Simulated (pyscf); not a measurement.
Routes from O=SnH–OH (SMILES [O]=[SnH][OH]) + H₂O (SMILES O)

Candidate steps break at most two bonds and form at most two. Each was searched with GFN2-xTB (tblite) first. Structures and frequencies: ωB97X-D3(BJ)/def2-SVP in PySCF. Energies: ωB97M-D3(BJ)/def2-TZVP, eV, from the separated reactants, singlet surface; ΔG‡ with ideal gas, 1 atm, RRHO with modes under 100 cm⁻¹ raised to 100, one conformer, R ln 2 for chiral ones without a mode under 150 cm⁻¹.

```tsv
products	type	ΔE‡	ΔE	ΔG‡ 298 K	ΔG‡ 900 K	ν‡ (cm⁻¹)
HO–Sn:–OH [singlet] + H₂O	concerted two-bond exchange	0.48	-2.85	0.93	1.87	1130i
O=Sn(OH)–OH + H₂	four-centre exchange	0.97	-0.03	1.34	2.25	1383i
```

Row 1: On the reactant side the descent ends in an adduct with a O–Sn contact (not fully relaxed), 0.87 eV under the separated species and 1.36 eV under the saddle at ωB97X-D3(BJ)/def2-TZVP. On the product side the descent ends in a complex, 0.27 eV under the separated species and 3.51 eV under the saddle at ωB97X-D3(BJ)/def2-TZVP. Row 2: On the reactant side the descent ends in an adduct with a O–Sn contact, 0.71 eV under the separated species and 1.61 eV under the saddle at ωB97X-D3(BJ)/def2-TZVP. 

Plain bond fissions and candidates not yet searched are not listed, and one of them may be faster. Each barrier is that of the saddle found; lower ones may exist. Elements past Kr carry the def2 core potentials, without spin-orbit coupling.
